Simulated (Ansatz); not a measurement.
## How the bulk modulus of trigonal Se moves with the method

No measured value is used here.

```tsv
level (code)	value (GPa)	cell (Å³/atom)
LDA (Ansatz)	32.8	23.02
PBE (Ansatz)	___	29.84
PBEsol (Ansatz)	22.6	24.11
PBE-D3(BJ) (Ansatz)	22.1	24.49
PBE-D4 (Ansatz)	23.4	24.40
rVV10 (Ansatz)	22.3	26.78
r²SCAN (Ansatz)	8.73	29.23
r²SCAN-D4 (Ansatz)	___	27.54
r²SCAN+rVV10 (Ansatz)	___	26.83
```

Task: What belongs in the gaps?

Result: 
- PBE (Ansatz, a quantum-chemistry and plane-wave program), value (GPa): 4.47
- r²SCAN-D4 (Ansatz), value (GPa): 12.6
- r²SCAN+rVV10 (Ansatz), value (GPa): 15.1

LDA: LDA has no dispersion term either, though it tends to give short spacings of layers, chains or molecules. PBE, r²SCAN: for a layered or molecular solid the relaxed cell lies over 5 % above the published volume, where the minimum can be shallow. PBE, PBEsol, r²SCAN: the cell comes from a level without a dispersion term, which matters for the spacing of layers, chains or molecules. Each level is taken at its own relaxed cell. Cutoffs differ between the levels. Ansatz's density-functional and Hartree–Fock values are scalar-relativistic unless marked +SOC, with PAW data made under PBE.
